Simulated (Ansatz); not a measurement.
CH2BCl (SMILES B[C]Cl): methods side by side

CH2BCl: 5 atoms, total charge 0, spin state triplet. As SMILES, `B[C]Cl`. The coordinates come from a GFN2-xTB relaxation.

```xyz
5

B     0.4142    0.1394   -0.4725
C    -0.4874    0.2809    0.6847
Cl   -1.4706   -0.5831    1.6530
H     0.5757   -0.9156   -0.9698
H     0.9682    1.0784   -0.8954
```

Quantity: the energy change with the C2–Cl3 bond stretched from 1.628 to 4.070 Å, in eV. The values are calculated.

| level | kind | program | value (eV) | CPU time (all runs) |
| --- | --- | --- | --- | --- |
| UHF/STO-3G | Hartree–Fock | Ansatz | 2.54 | 0.65 s |
| U-revPBE/STO-3G | GGA | Ansatz | 3.87 | 10 s |
| UB3LYP/STO-3G | global hybrid | Ansatz | 3.84 | 6 s |
| UBHLYP/STO-3G | global hybrid | Ansatz | 3.74 | 9.4 s |
| U-wB97M-V/STO-3G | range-separated hybrid | Ansatz | 3.98 | 63 s |
| UB2PLYP/STO-3G | double hybrid | Ansatz | 3.73 | 9.7 s |
| UMP2/STO-3G | perturbation theory | Ansatz | 3.12 | 0.89 s |
| UBCCD(T)/STO-3G | coupled cluster or CI | Ansatz | 3.28 | 2 s |

The first shape isn't each level's own minimum. The values span 2.54 to 3.98 eV. Spin contamination of the reference (⟨S²⟩ at least 0.1 too high) touches UHF/STO-3G, U-revPBE/STO-3G, UB3LYP/STO-3G, UBHLYP/STO-3G, UB2PLYP/STO-3G, UMP2/STO-3G, UBCCD(T)/STO-3G. All rows use very small basis sets, so none should be taken for the real molecule's value. Times are those of the runs behind each value, whatever else they computed, on shared processors of several kinds: orders of magnitude only.
